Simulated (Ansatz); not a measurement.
## CsCl-type TlBr

All values below come from LC-ωPBE in Ansatz (plane waves, PAW).

Numerical settings: plane-wave cutoff 520 eV, 6×6×6 k mesh, scalar-relativistic PAW data made under PBE.

Cell (relaxed at this level):

```cif
data_BrTl
_chemical_formula_sum 'Tl1 Br1'
_space_group_name_H-M_alt 'Pm-3m'
_space_group_IT_number 221
_space_group_name_Hall '-P 4 2 3'
_cell_length_a 3.99844
_cell_length_b 3.99844
_cell_length_c 3.99844
_cell_angle_alpha 90.000
_cell_angle_beta 90.000
_cell_angle_gamma 90.000
loop_
_atom_site_label
_atom_site_type_symbol
_atom_site_symmetry_multiplicity
_atom_site_Wyckoff_symbol
_atom_site_fract_x
_atom_site_fract_y
_atom_site_fract_z
_atom_site_occupancy
Tl1 Tl 1 a 0.00000 0.00000 0.00000 1
Br1 Br 1 b 0.50000 0.50000 0.50000 1
```

- elastic constant C11: 41.2 GPa
- elastic constant C12: 13.0 GPa
- elastic constant C44: 8.59 GPa
- Voigt–Reuss–Hill bulk modulus: 22.4 GPa
- Voigt–Reuss–Hill shear modulus (Hill average): 10.5 GPa
- Young modulus: 27.2 GPa
- Poisson ratio: 0.298

Elastic constants are with the ions relaxed.

Spin–orbit coupling is not included; it can shift volumes and moduli of such heavy elements.

Computed values are for the static lattice.

Computing time: very roughly 30 core-minutes.

Ansatz is a program for electronic structure.
